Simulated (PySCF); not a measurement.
## Vertical excitation energies

C2F3N.
Geometry (GFN2-xTB, Å), atoms numbered from 1 in this order:
```xyz
6
C2F3N angstrom
N      2.174   -0.039   -0.043
C      1.036   -0.018   -0.022
C     -0.440    0.008    0.004
F     -0.914    1.093   -0.613
F     -0.900    0.022    1.258
F     -0.953   -1.064   -0.605
```

The calculation used TDDFT B3LYP/def2-SVPD, vertical, gas phase, core orbitals frozen in the response in PySCF.

Task: List the vertical singlet excitations with oscillator strengths and describe the spectrum.

Result: 

```csv
state,E (eV),E (kJ/mol),λ (nm),f,|μ| (D),symmetry,"main configurations (H = HOMO, L = LUMO)"
S1,7.69,742,161.2,0.0000,0.00,–,H-1/H→L/L+1 (98%)
S2,7.97,769,155.6,0.0001,0.06,–,H-1/H→L/L+1 (≥82%)
S3,7.97,769,155.6,0.0001,0.06,–,H-1/H→L/L+1 (≥82%)
S4,8.76,846,141.5,0.011,0.59,E,H-2→L/L+1 (99%)
S5,8.77,846,141.4,0.011,0.59,E,H-2→L/L+1 (99%)
S6,10.15,979,122.2,0.0070,0.43,E,H-3→L/L+1 (≥95%)
S7,10.15,979,122.2,0.0072,0.43,E,H-3→L/L+1 (≥95%)
```

Triplets, Tamm–Dancoff:

| state | E (eV) | λ (nm) | main configurations (H = HOMO, L = LUMO) |
| --- | --- | --- | --- |
| T1 | 6.28 | 197.6 | H-1/H→L/L+1 (≥94%) |
| T2 | 6.84 | 181.2 | H-1/H→L/L+1 (≥96%) |
| T3 | 6.84 | 181.2 | H-1/H→L/L+1 (≥96%) |

The lowest singlet lies at 7.69 eV (161 nm, vacuum ultraviolet) and is dark (f under 0.0005); its leading configuration is HOMO-1/HOMO→LUMO/LUMO+1 (98%). The most intense listed level is S4/S5 at 8.76 eV (141 nm, f = 0.023 summed), 1.07 eV above S1. S2/S3, S4/S5 and S6/S7 lie within about 0.01 eV of each other in each set; the point group C3v has degenerate representations, and within a degenerate level the listed configurations can mix freely. Löwdin shares by element: HOMO (one of a set within 0.03 eV) nitrogen 49%, carbon 40% or more; LUMO (one of a set within 0.03 eV) carbon 44%, nitrogen 38%, fluorine 8% or more. The oscillator strengths of these states sum to 0.037; summed over the whole spectrum of an exact calculation they would give the number of electrons, 46 (Thomas–Reiche–Kuhn). The listed states span 2.45 eV, and the widest gap between neighbours is 1.38 eV (S5 to S6). Of the 7 states listed, 2 reach f = 0.01 and 3 stay under 0.0005. Symmetry labels in C3v follow from the direction of the transition dipole and are given only for states with f of 0.002 or more. Orbitals of the list HOMO-3 to LUMO+2 that lie within 0.01 eV of each other are written together with a slash and their weights summed (≥ marks a lower bound); for degenerate orbitals outside that list single weights are arbitrary. Only the lowest 8 singlets were computed, as vertical energies without vibronic structure. The highest level found (10.20 eV, f 0.039 so far) is left out, since the window may have cut off a degenerate partner.
